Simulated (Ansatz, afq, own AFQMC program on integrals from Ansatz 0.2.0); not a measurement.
GeH₂, singlet: energetics from AFQMC and coupled cluster

```yaml
atoms:
  - { symbol: Ge, position_ang: [-0.5707, 0.4056, -0.2640] }
  - { symbol: H, position_ang: [0.7845, 0.7455, 0.5100] }
  - { symbol: H, position_ang: [-0.2138, -1.1511, -0.2460] }
```

Geometry: a PBE0/def2-SVP stationary point, not shown to be a minimum. Basis def2-TZVP. Only valence electrons are correlated. Ansatz 0.2.0 and our own AFQMC program on the same integrals; the CISD trial comes from CCSD amplitudes, and released means the phaseless constraint is let go. Uncertainties: one standard error, sampling alone. No spin–orbit coupling.

Best estimates are CCSD(T) at the basis-set limit (def2-TZVPP/QZVPP) plus the step from CCSD(T) to the highest rung at hand in def2-TZVP, named in the table (released AFQMC can keep some 10 meV of bias). Fragments are relaxed and keep their bonds. No zero-point, core-correlation or spin–orbit terms, no scalar relativity below Rb. Other levels are in def2-TZVP; a dash marks a level that is missing or breaks spin symmetry for a member.

Cautions: inner d shell frozen; no relativity below Rb; no spin-orbit coupling; GeH₂ (singlet): restricted determinant unstable towards unrestricted (UHF 35 meV lower, ⟨S²⟩ 0.25), the released energies have errors that jump between times, so the bars are unsure, so no released level is given (meV from the phaseless value at times in 1/Eh: 5 ± 7 at 0.24, 3 ± 5 at 0.51, -3.8 ± 1.2 at 0.99, -1 ± 4 at 1.62, -1 ± 5 at 2.40), though the last usable value meets CCSDTQ within the noise.

| process | best estimate (kJ/mol) | highest rung |
| --- | --- | --- |
| Ge1–H2 → GeH (doublet) + H (doublet) | 308 | CCSDTQ |
| to free atoms | 593 | CCSDTQ |

Errors against the best estimates in kJ/mol, the processes numbered in the order above:

| level | error, 1 | error, 2 |
| --- | --- | --- |
| MP2 | -26 | -60 |
| CCSD(T) | -13 | -28 |
| ph-AFQMC/CISD | -12 ± 0.2 | -28 ± 0.2 |
| CCSD(T)/CBS | 0 | -1 |
| PBE | -9 | -13 |
| r2SCAN | -8 | -8 |
| PBE0 | -12 | -20 |
| B3LYP | -2 | 4 |
| wB97M-V | -1 | 0 |
| B2PLYP | -9 | -14 |

Cost at the first geometry (cards were shared with other jobs): PBE0/def2-TZVP, 1.2 s on 1 thread of AMD EPYC 7R13 Processor (Zen 3), on a shared host; RCCSD(T)/def2-TZVP, 1.3 s on 1 × NVIDIA H100 80GB HBM3 with 1 thread of AMD EPYC 7R13 Processor (Zen 3), with other jobs on the host; CCSD(T)/def2-QZVPP, 1.7 s on 1 × NVIDIA H100 80GB HBM3 with 1 thread of AMD EPYC 7R13 Processor (Zen 3), with other jobs on the host; CCSDT(Q), 1.5 s on 1 × NVIDIA H100 80GB HBM3 with 1 thread of AMD EPYC 7R13 Processor (Zen 3) (shared host); ph-AFQMC/CISD with release, 14 s on 1 × NVIDIA H100 80GB HBM3 with 2 threads of AMD EPYC 7R13 Processor (Zen 3), on a shared host.

Best estimates are given only where the step beyond CCSD(T) is under 0.3 eV and no member's determinant is very poor (T1 over 0.05, or 0.07 for open shells, ⟨S²⟩ too high by 0.3, two states mixed), so the hardest cases are missing from such tables.

The functionals ran in a triple-zeta set and keep a basis error of their own, a few kJ/mol for each bond in atomization energies and more for double hybrids, so close places among them and the extrapolated levels can swap.

CCSDT and higher add their correlation energy to the determinant of the CCSD(T) run, since their own runs factorise the integrals more tightly (a shift of under 2 meV). Each member of a difference takes its own highest rung, so a best estimate needn't equal the limit plus the step of one row. A walk keeps the symmetry of its determinant, which the program's search chose and which needn't be the lowest solution, so a lower state of the same spin and another symmetry isn't excluded.
